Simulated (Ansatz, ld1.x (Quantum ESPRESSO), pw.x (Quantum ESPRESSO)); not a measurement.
## Te (Z = 52): one change to the ultrasoft potential, in the atom and in the bcc crystal

| Item | Value |
| --- | --- |
| Element | tellurium |
| Generator | ld1.x (Quantum ESPRESSO) 7.5 |
| Type | ultrasoft |
| Functional | PBEsol |
| Relativity | scalar-relativistic |
| Frozen core | [Kr] 4d10 |
| Valence charge | 6 |
| Reference configuration | 5s2 5p4 |
| Partial waves | 5s (bound): rcut 1.65, rcutus 2.15 bohr; 5s channel at 2.5 Ry: rcut 1.65, rcutus 2.15 bohr; 5p (bound): rcut 1.75, rcutus 2.40 bohr; 5p channel at 1.05 Ry: rcut 1.75, rcutus 2.40 bohr; 5d channel at -0.1 Ry: rcut 2.20, rcutus 2.45 bohr; 5d channel at 1.45 Ry: rcut 2.20, rcutus 2.45 bohr |
| Local potential | all-electron potential smoothed inside 1.85 bohr (lloc = -1) |
| Core correction | a·sin(br)/r model core inside 1.80 bohr |
| Augmentation charge | PSQ, inside the norm-conserving radii |

Change: waves 5d channel at -0.1 Ry: rcut 1.58, rcutus 1.68 bohr; 5d channel at 1.45 Ry: rcut 1.58, rcutus 1.68 bohr.

Cutoffs, loose and tight: the cutoffs (Ry, on a coarse ladder) from which the occupation-weighted sum of valence levels, in a spherical-Bessel basis at the reference potential, stays within 10 and 1 mRy of its value at 400 Ry. They do not see the model core or the augmentation charge, which bear on the density cutoff. Test errors are all-electron minus pseudo excitation energies from the reference, over the configurations 5s2 5p3; 5s2 5p2; 5s2 5p1; 5s1 5p5; 5s0 5p6; 5s1 5p4; 5s2 5p0; variants that change the core or the reference have their own tests.

Crystal test: bcc Te in pw.x 7.5, no spin, 12³ k-points, Fermi–Dirac smearing 0.01 Ry, cutoffs set for each file from its atomic test. The reference is all-electron LAPW (Ansatz 0.2.0) with the same functional, mesh and smearing; V0 and B0 come from Birch–Murnaghan fits to the pressures at five volumes. Errors are pseudo minus all-electron; Δ is the rms difference of the E(V) curves that follow from these fits, minima aligned, over ±6 % about the mean V0. Mesh and smearing are coarse, so the numbers serve the comparison and aren't converged zero-temperature values; the lattice is a test structure that the element need not adopt.

All-electron: a0 = 3.776 Å (V0 = 26.93 Å³/atom), B0 = 64.5 GPa.

Does the change bring the crystal closer to the all-electron result?

The mean pressure error goes from +0.29 to -2.62 GPa, so the change moves the solid further from the all-electron pressures.

```json
{"quantity": "outcome (atom)", "base": "generated", "changed": "generated"}
{"quantity": "cutoff, loose (atom)", "base": "8 Ry", "changed": "8 Ry"}
{"quantity": "cutoff, tight (atom)", "base": "15 Ry", "changed": "15 Ry"}
{"quantity": "bound ghosts (atom)", "base": "none", "changed": "d"}
{"quantity": "largest test error (meV) (atom)", "base": "-410", "changed": "-410"}
{"quantity": "cutoffs in pw.x (Ry)", "base": "40/320", "changed": "40/480"}
{"quantity": "a0 (Å)", "base": "3.782", "changed": "3.724"}
{"quantity": "a0 error (%)", "base": "+0.15", "changed": "-1.40"}
{"quantity": "B0 error (%)", "base": "+0.7", "changed": "+5.5"}
{"quantity": "Δ (meV/atom)", "base": "1.7", "changed": "16.2"}
{"quantity": "mean pressure error (GPa)", "base": "+0.29", "changed": "-2.62"}
```

Base: The logarithmic derivative shows an extra or strongly shifted pseudo pole above the reference energy (d near 1.87 Ry). Changed file: This is a poor potential for the solid. Note: ghost state, extra bound levels that the all-electron valence spectrum of the same l lacks: d at -42.5 eV. A true bound ghost makes a file unfit for plane-wave use. The atomic cutoffs weigh occupied waves only.
